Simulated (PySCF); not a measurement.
Gas-phase reaction: B2H6 → 2 BH2 + 2 H

Method: PySCF energies plus ideal-gas RRHO corrections (1 bar). S°(298 K) at PBE0/def2-TZVP differs from the NASA 1993 table for BH2 (+14 J/mol/K); whether the harmonic model or the table's entry is off was not settled. † marks an energy on the PBE0/def2-TZVP geometry and frequencies; other levels use their own. CCSD(T) freezes the core. 6-31G* has spherical d functions here. Open shells (unrestricted): BH2 (multiplicity 2), H (multiplicity 2); the rest are closed-shell singlets. B3LYP is the form with VWN-RPA correlation. CCSD(T) isn't extrapolated to the basis-set limit; its ΔH°(298 K) is 1002.4 kJ in def2-SVP and 1028.0 kJ in def2-TZVPP. The harmonic model lacks anharmonicity and excited electronic states, which grow with temperature; levels with a mode under 35 cm⁻¹ are left out.

ΔH° and ΔS° at 298 K: B3LYP/6-31G* 1028 kJ, 386 J/K; BLYP/def2-TZVP† 1003 kJ, 385 J/K; CCSD(T)/def2-SVP† 1002 kJ, 385 J/K; CCSD(T)/def2-TZVPP† 1028 kJ, 385 J/K; HF/def2-TZVP† 756 kJ, 385 J/K.

**Question.** With the heat capacities included, give log10 K (1 bar) at 500, 600, 1000, 1600, 1800 K from B3LYP/6-31G*, BLYP/def2-TZVP†, CCSD(T)/def2-SVP†, CCSD(T)/def2-TZVPP†, HF/def2-TZVP†.

**Answer.** 
```csv
T (K),B3LYP/6-31G*,BLYP/def2-TZVP†,CCSD(T)/def2-SVP†,CCSD(T)/def2-TZVPP†,HF/def2-TZVP†
500,-87.0,-84.4,-84.3,-87.0,-58.6
600,-68.9,-66.8,-66.7,-68.9,-45.2
1000,-32.6,-31.4,-31.3,-32.7,-18.4
1600,-12.2,-11.5,-11.4,-12.3,-3.4
1800,-8.4,-7.8,-7.8,-8.5,-0.6
```
